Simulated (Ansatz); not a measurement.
# SN radical: basis-set convergence

One table from this session's results is given with a row withheld; the runs are named, their logs left out.

Computed with Ansatz 0.2.0, Gaussian basis. Level: one geometry, several basis sets.

The runs, in order: PBE0-D4/def2-SVP; ωB97M-V/def2-SVP; PBE0-D4/def2-QZVPP; ωB97M-V/def2-QZVPP; CCSD(T)/cc-pV(D+d)Z; CCSD(T)/cc-pV(T+d)Z; CCSD(T)/cc-pV(Q+d)Z; the functionals' def2-TZVPP values are taken from earlier runs.

## Structure used throughout

All runs share one geometry, relaxed beforehand with PBE0-D4 in a triple-zeta def2 set.

SMILES `[N]=S`, 2 atoms, charge 0, spin multiplicity 2.

Atoms are counted from 1 here; the program's logs count them from 0.

Bond lengths: N1–S2 1.486 Å.

The first run:

Contents of in.yaml:

```yaml
crystal:
  periodic: [false, false, false]
  atoms:
    - {symbol: N, position_ang: [-0.000000, 0.000000, -0.011221]}
    - {symbol: S, position_ang: [0.000000, -0.000000, 1.474401]}
basis:
  gaussian: {orbitals: def2-SVP}
magnetization: {spin_polarized: true, initial_magnetization: 1}
hamiltonian: {xc: pbe0, dispersion: d4}
output: {orbitals: {seedname: orbitals}}
```

The run is started by

```console
ansatz run in.yaml --threads 2 --pin off --events-out ev --progress --plain --max-ram 32768MiB --backend cpu
```

Steps of the session up to this table: PBE0-D4 in def2-SVP; ωB97M-V in def2-SVP; PBE0-D4 in def2-QZVPP; ωB97M-V in def2-QZVPP.

One of the session's tables, all rows but one given; the rest of the session is left out.

```
functional       basis  HOMO (eV)  LUMO (eV)
   PBE0-D4    def2-SVP      -6.11      -3.38
   PBE0-D4  def2-TZVPP      -6.31      -3.58
   PBE0-D4  def2-QZVPP      -6.36      -3.64
   ωB97M-V    def2-SVP      -8.13      -0.90
   ωB97M-V  def2-TZVPP          ?          ?
   ωB97M-V  def2-QZVPP      -8.38      -1.29
```

Estimate the missing values for ωB97M-V, def2-TZVPP.

**Answer.** HOMO (eV): -8.33; LUMO (eV): -1.20. In the column «HOMO (eV)» it lies between ωB97M-V, def2-QZVPP (-8.38) and ωB97M-V, def2-SVP (-8.13).
